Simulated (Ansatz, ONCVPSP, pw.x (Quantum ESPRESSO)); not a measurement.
# From atom to crystal: ONCV potential for Cr

```
Element                 : chromium (Cr)
Generator               : ONCVPSP 4.0.1
Type                    : optimised norm-conserving Vanderbilt (ONCV)
Functional              : PBEsol
Relativity              : scalar-relativistic
Frozen core             : [Ar]
Valence charge          : 6
Reference configuration : 3d5 4s1
Partial waves           : 4s: rc 2.65 bohr, ncon 3, nbas 8, qcut 2.3 1/bohr, 2 projectors, debl 2.9 Ha; p scattering state at 0.27 Ha: rc 2.15 bohr, ncon 5, nbas 8, qcut 4.3 1/bohr, 1 projector; 3d: rc 2.15 bohr, ncon 5, nbas 10, qcut 7.4 1/bohr, 2 projectors, debl 3.4 Ha; f scattering state at 0.08 Ha: rc 2.70 bohr, ncon 4, nbas 7, qcut 3.6 1/bohr, 2 projectors, debl 1.3 Ha
Local potential         : polynomial inside 2.00 bohr (lpopt 5, dvloc0 -1 Ha)
Core correction         : polynomial model core, fcfact 0.5
```

Crystal test: diamond Cr in pw.x 7.5, no spin, 9³ k-points, Fermi–Dirac smearing 0.01 Ry, cutoffs 60/240 Ry. The reference is all-electron LAPW (Ansatz 0.2.0) with the same functional, mesh and smearing; V0 and B0 come from Birch–Murnaghan fits to the pressures at five volumes. Errors are pseudo minus all-electron; Δ is the rms difference of the E(V) curves that follow from these fits, minima aligned, over ±6 % about the mean V0. Mesh and smearing are coarse, so the numbers serve the comparison and aren't converged zero-temperature values; the lattice is a test structure that the element need not adopt. Spin polarisation and strong correlation are left out, which matters for this element.

```json
{"V (Å³/atom)": "14.994", "P all-electron (GPa)": "6.37", "P pseudo (GPa)": "-3.40"}
{"V (Å³/atom)": "15.388", "P all-electron (GPa)": "3.00", "P pseudo (GPa)": "-5.56"}
{"V (Å³/atom)": "15.783", "P all-electron (GPa)": "0.01", "P pseudo (GPa)": "-7.50"}
{"V (Å³/atom)": "16.178", "P all-electron (GPa)": "-2.64", "P pseudo (GPa)": "-9.26"}
{"V (Å³/atom)": "16.572", "P all-electron (GPa)": "-4.99", "P pseudo (GPa)": "-10.86"}
```

All-electron: a0 = 5.017 Å (V0 = 15.78 Å³/atom), B0 = 112.4 GPa.

Pseudopotential: mean pressure error (GPa): -7.67. The pressure does not cross zero within the volumes sampled, so no fit is given. The largest radius (2.70 bohr) exceeds half the bond length (2.05 bohr), so the spheres overlap, which is one possible source of error among others. This is a poor potential for the solid. The generator flags a localised state at positive energy (p at 28 eV). Atomic configuration tests: 1 of 4 tests not solved or not reliable.

**Question.** At the middle volume, how do free energy and pressure move when the wave cutoff is lowered (ecutrho kept at four times it)?

**Answer.**

| cutoff (Ry) | shift of F (meV/atom) | shift of P (GPa) |
| --- | --- | --- |
| 27 | +8445.0 | -251.44 |
| 36 | +1520.2 | -89.76 |
| 48 | +34.5 | -3.70 |

The 8 pw.x runs together took about 77 s on one core of a shared server CPU.
